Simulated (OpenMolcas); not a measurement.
# One shape, several levels: [NO2]+ (SMILES O=[N+]=O)

Wanted: a comparison of 6 runs (HF/STO-3G, HF/def2-TZVPPD, BHLYP/def2-TZVPPD, PBE/def2-TZVPPD, TPSS/def2-TZVPPD, MP2/def2-TZVPPD) of [NO2]+. 

The results are computed with OpenMolcas 26.06.

1 further run of the same task is left out (it didn't finish).

**1. The molecule**

The species is [NO2]+ (3 atoms), meant as a singlet with charge +1. As SMILES, `O=[N+]=O`. The O1–N2 distance was set to 1.665 Å, away from the relaxed value.

Bond lengths: N2–O3 1.110 Å. A long bond or contact: O1–N2 1.665 Å.

**2. The energy at HF/STO-3G (run 1)**

The input, run.inp:

```
&GATEWAY
BasLib=$CurrDir
Coord
3
angstrom
O       -0.859484       1.390565      -0.314377
N       -0.000010      -0.000010       0.000000
O        0.572990      -0.927010       0.209580
Basis=STO-3G
Group=NoSym
&SEWARD
&SCF
Charge=1
Thresholds=1e-10 1e-07 1e-07 1e-05
PrOrbitals=1 1
```

The basis set STO-3G is read from a file made from the Basis Set Exchange's data (not shown).

Command:

```sh
$ export MOLCAS_MEM=1860
$ pymolcas run.inp > run.log
```

What it wrote:

```text
--- Start Module: gateway ---
[...]
--- Stop Module: gateway /rc=_RC_ALL_IS_WELL_ ---
--- Start Module: seward ---
[...]
      Basis functions           15
--- Stop Module: seward /rc=_RC_ALL_IS_WELL_ ---
--- Start Module: scf ---
[...]
       Convergence after  20 Iterations
[...]
::    Total SCF energy                               -200.8754788213
[...]
      Total spin, S                                     0.0000000000
[...]
      Total electronic charge=   22.000000
      Total            charge=    1.000000
[...]
      Dipole Moment (debye):
      Origin of the operator (angstrom)=   -0.0996    0.1612   -0.0364
                   X=  8.6868E-01               Y= -1.4054E+00               Z=  3.1774E-01           Total=  1.6825E+00
      Center of Charge (angstrom)
[...]
--- Stop Module: scf /rc=_RC_ALL_IS_WELL_ ---
[...]
```

Run time: 1.7 s. Hardware: 1 thread of Arm Neoverse V1, shared host; peak memory 0.37 GiB.

**3. The energy at HF/def2-TZVPPD (run 2)**

The input, job.input:

```
&GATEWAY
  BASLIB = $CurrDir
  COORD
  3
  bohr
  O     -1.62418937     2.62778701    -0.59408643
  N     -0.00001890    -0.00001890     0.00000000
  O      1.08279417    -1.75179501     0.39604880
  BASIS = def2-TZVPPD
  GROUP = NoSym

&SEWARD

&SCF
  CHARGE = 1
  THRESHOLDS = 1e-10 1e-07 1e-07 1e-05
  PRORBITALS = 1 2
```

The basis set def2-TZVPPD is read from a file made from the Basis Set Exchange's data (not shown).

Command:

```sh
$ export MOLCAS_MEM=1860
$ pymolcas job.input > job.log
```

What it wrote:

```text
--- Start Module: gateway ---
[...]
--- Stop Module: gateway /rc=_RC_ALL_IS_WELL_ ---
--- Start Module: seward ---
[...]
      Basis functions          117
--- Stop Module: seward /rc=_RC_ALL_IS_WELL_ ---
[...]
--- Start Module: scf ---
[...]
       Convergence after  18 Iterations
[...]
::    Total SCF energy                               -203.6303292816
[...]
      Total spin, S                                     0.0000000000
[...]
      Total electronic charge=   22.000000
      Total            charge=    1.000000
[...]
      Dipole Moment (debye):
      Origin of the operator (angstrom)=   -0.0996    0.1612   -0.0364
                   X=  1.2465E+00               Y= -2.0167E+00               Z=  4.5592E-01           Total=  2.4142E+00
      Center of Charge (angstrom)
[...]
--- Stop Module: scf /rc=_RC_ALL_IS_WELL_ ---
[...]
```

Run time: 19 s. Hardware: 1 thread of Arm Neoverse V1, shared host; peak memory 0.72 GiB.

Runs 3 to 4 aren't shown in full; the table further down has their settings and results.

**4. The energy at TPSS/def2-TZVPPD (run 5)**

The input, run.inp:

```
* NO2 Kohn-Sham DFT

&GATEWAY
 BasLib
 $CurrDir
 Coord
 3
 angstrom
 O       -0.859484       1.390565      -0.314377
 N       -0.000010      -0.000010       0.000000
 O        0.572990      -0.927010       0.209580
 Basis
 def2-TZVPPD
 Group
 NoSym

&SEWARD
 GridInput
 Grid=UltraFine
 End of Grid

&SCF
 Charge
 1
 KSDFT
 2
 1.0 MGGA_X_TPSS
 1.0 MGGA_C_TPSS
 Thresholds
 1e-10 1e-07 1e-07 1e-05
 PrOrbitals
 1 1
```

The basis set def2-TZVPPD is read from a file made from the Basis Set Exchange's data (not shown).

Command:

```sh
$ export MOLCAS_MEM=1860
$ pymolcas run.inp > run.log
```

What it wrote:

```text
--- Start Module: gateway ---
[...]
--- Stop Module: gateway /rc=_RC_ALL_IS_WELL_ ---
--- Start Module: seward ---
[...]
      Basis functions          117
--- Stop Module: seward /rc=_RC_ALL_IS_WELL_ ---
[...]
--- Start Module: scf ---
[...]
       Convergence after  24 Iterations
[...]
::    Total KS-DFT energy                            -204.7012537162
[...]
      Total spin, S                                     0.0000000000
[...]
      Total electronic charge=   22.000000
      Total            charge=    1.000000
[...]
      Dipole Moment (debye):
      Origin of the operator (angstrom)=   -0.0996    0.1612   -0.0364
                   X=  6.6732E-01               Y= -1.0797E+00               Z=  2.4409E-01           Total=  1.2925E+00
      Center of Charge (angstrom)
[...]
--- Stop Module: scf /rc=_RC_ALL_IS_WELL_ ---
[...]
```

Wall time 66 s (1 thread of Arm Neoverse V1, shared host); peak memory 0.72 GiB.

**5. The energy at MP2/def2-TZVPPD (run 6)**

The input, job.input:

```
* NO2 MP2
&GATEWAY
BasLib
$CurrDir
BasisSet
O.def2-TZVPPD....
O1 -0.859484 1.390565 -0.314377 angstrom
O3 0.572990 -0.927010 0.209580 angstrom
End of Basis
BasisSet
N.def2-TZVPPD....
N2 -0.000010 -0.000010 0.000000 angstrom
End of Basis
&SEWARD
&SCF
Charge
1
Thresholds
1e-10 1e-07 1e-07 1e-05
PrOrbitals
1 2
&MBPT2
Frozen
3
```

The basis set def2-TZVPPD is read from a file made from the Basis Set Exchange's data (not shown).

Command:

```sh
$ export MOLCAS_MEM=1860
$ pymolcas job.input > job.log
```

What it wrote:

```text
--- Start Module: gateway ---
[...]
--- Stop Module: gateway /rc=_RC_ALL_IS_WELL_ ---
[...]
      Basis functions          117
[...]
--- Start Module: scf ---
[...]
       Convergence after  18 Iterations
[...]
::    Total SCF energy                               -203.6303292797
[...]
      Total spin, S                                     0.0000000000
[...]
      Total electronic charge=   22.000000
      Total            charge=    1.000000
[...]
      Dipole Moment (debye):
      Origin of the operator (angstrom)=   -0.0996    0.1612   -0.0364
                   X=  1.2465E+00               Y= -2.0167E+00               Z=  4.5592E-01           Total=  2.4142E+00
      Center of Charge (angstrom)
[...]
--- Stop Module: scf /rc=_RC_ALL_IS_WELL_ ---
[...]
--- Start Module: mbpt2 ---
[...]
WARNING!
Default frozen orbitals as non valence orbitals is overwritten by user input.
Default values:   3
[...]
       Reference weight ( Cref**2 )         =        0.84179
::    Total MBPT2 energy                             -204.2596412459
[...]
      Total MBPT2 calculations                           0.61      0.68
--- Stop Module: mbpt2 /rc=_RC_ALL_IS_WELL_ ---
[...]
```

It took 20 s on 1 thread of Arm Neoverse V1, shared host; peak memory 0.72 GiB.

**6. All runs side by side**

| run | level | integration grid | frozen core orbitals | energy (Eh) | HOMO energy (eV) | LUMO energy (eV) | HOMO–LUMO gap (eV) | wall time |
| --- | --- | --- | --- | --- | --- | --- | --- | --- |
| 1 | HF/STO-3G | – | – | -200.875479 | -19.59 | -7.60 | 11.99 | 1.7 s |
| 2 | HF/def2-TZVPPD | – | – | -203.630329 | -22.75 | -8.34 | 14.41 | 19 s |
| 3 | BHLYP/def2-TZVPPD | UltraFine | – | -204.517593 | -20.08 | -11.84 | 8.24 | 41 s |
| 4 | PBE/def2-TZVPPD | UltraFine | – | -204.473126 | -17.07 | -15.11 | 1.96 | 51 s |
| 5 | TPSS/def2-TZVPPD | UltraFine | – | -204.701254 | -17.15 | -14.82 | 2.33 | 66 s |
| 6 | MP2/def2-TZVPPD | – | 3 | -204.259641 | -22.75 | -8.34 | 14.41 | 20 s |

**7. Summary of results**

```
                                          quantity          value
                               run 6: total energy  -204.25964 Eh
        run 6: HOMO energy (Hartree–Fock orbitals)      -22.75 eV
        run 6: LUMO energy (Hartree–Fock orbitals)       -8.34 eV
      run 6: HOMO–LUMO gap (Hartree–Fock orbitals)       14.41 eV
run 6: correlation energy (3 core orbitals frozen)     -629.3 mEh
```

What this shows: Over runs 1, 2, 3, 4, 5 the HOMO–LUMO gap runs from 1.96 eV (PBE/def2-TZVPPD) to 14.41 eV (HF/def2-TZVPPD). Exact exchange widens orbital gaps. Totals of different functionals can't be ranked against each other. In run 1 the basis is minimal, so the values are rough. All runs together took 3.3 min, the longest 66 s.
